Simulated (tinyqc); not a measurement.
Worked calculation: RHF in the sto-6g basis, for H2O, spin multiplicity 1. One step of it, computed by the program tinyqc.

Question. Iteration 1: diagonalisation and new density. Diagonalise F' = X^T F X, C = X C', fill 5 alpha and 5 beta electrons from the bottom; D = 2 C_occ C_occ^T. Each column has its largest component positive (the first on a tie).

Fock matrix F (hartree), order 1O 1s, 1O 2s, 1O 2px, 1O 2py, 1O 2pz, 2H 1s, 3H 1s:
```
[[-19.069665, -4.684413, 0.000000, 0.000000, -0.010993, -0.786761, -0.786761],
 [-4.684413, -1.677855, 0.000000, 0.000000, -0.165273, -0.549461, -0.549461],
 [0.000000, 0.000000, 0.310545, 0.000000, 0.000000, 0.000000, 0.000000],
 [0.000000, 0.000000, 0.000000, 0.191453, 0.000000, -0.171541, 0.171541],
 [-0.010993, -0.165273, 0.000000, 0.000000, 0.250737, -0.163715, -0.163715],
 [-0.786761, -0.549461, 0.000000, -0.171541, -0.163715, -0.127281, -0.163692],
 [-0.786761, -0.549461, 0.000000, 0.171541, -0.163715, -0.163692, -0.127281]]
```

X, order 1O 1s, 1O 2s, 1O 2px, 1O 2py, 1O 2pz, 2H 1s, 3H 1s:
```
[[1.022313, -0.132298, 0.000000, 0.000000, -0.006313, 0.017239, 0.017239],
 [-0.132298, 1.151488, 0.000000, 0.000000, 0.065226, -0.218218, -0.218218],
 [0.000000, 0.000000, 1.000000, 0.000000, 0.000000, 0.000000, 0.000000],
 [0.000000, 0.000000, 0.000000, 1.073828, 0.000000, -0.174813, 0.174813],
 [-0.006313, 0.065226, 0.000000, 0.000000, 1.032570, -0.109346, -0.109346],
 [0.017239, -0.218218, 0.000000, -0.174813, -0.109346, 1.122605, -0.053420],
 [0.017239, -0.218218, 0.000000, 0.174813, -0.109346, -0.053420, 1.122605]]
```

Give: F' = X^T F X; orbital energies; coefficients C; D after iteration 1.

Answer.

F' = X^T F X (hartree):
```
[[-18.743, -2.457, 0.000, 0.000, -0.015, -0.112, -0.112],
 [-2.457, -0.712, 0.000, 0.000, -0.055, -0.305, -0.305],
 [0.000, 0.000, 0.311, 0.000, 0.000, 0.000, 0.000],
 [0.000, 0.000, 0.000, 0.352, 0.000, -0.271, 0.271],
 [-0.015, -0.055, 0.000, 0.000, 0.322, -0.183, -0.183],
 [-0.112, -0.305, 0.000, -0.271, -0.183, 0.146, -0.057],
 [-0.112, -0.305, 0.000, 0.271, -0.183, -0.057, 0.146]]
```

orbital energies (hartree): [-19.074, -0.649, -0.112, 0.144, 0.311, 0.534, 0.667]

coefficients C, order 1O 1s, 1O 2s, 1O 2px, 1O 2py, 1O 2pz, 2H 1s, 3H 1s:
```
[[0.996, -0.217, 0.000, -0.135, 0.000, -0.079, 0.000],
 [0.019, 0.816, 0.000, 0.704, 0.000, 0.530, 0.000],
 [0.000, 0.000, 0.000, 0.000, 1.000, 0.000, 0.000],
 [0.000, 0.000, 0.492, 0.000, 0.000, 0.000, 0.986],
 [0.002, 0.164, 0.000, -0.568, 0.000, 0.863, 0.000],
 [-0.004, 0.192, 0.530, -0.458, 0.000, -0.621, -0.664],
 [-0.004, 0.192, -0.530, -0.458, 0.000, -0.621, 0.664]]
```

D after iteration 1, order 1O 1s, 1O 2s, 1O 2px, 1O 2py, 1O 2pz, 2H 1s, 3H 1s:
```
[[2.114, -0.507, 0.000, 0.000, 0.086, 0.033, 0.033],
 [-0.507, 2.324, 0.000, 0.000, -0.533, -0.330, -0.330],
 [0.000, 0.000, 2.000, 0.000, 0.000, 0.000, 0.000],
 [0.000, 0.000, 0.000, 0.485, 0.000, 0.522, -0.522],
 [0.086, -0.533, 0.000, 0.000, 0.699, 0.583, 0.583],
 [0.033, -0.330, 0.000, 0.522, 0.583, 1.056, -0.070],
 [0.033, -0.330, 0.000, -0.522, 0.583, -0.070, 1.056]]
```
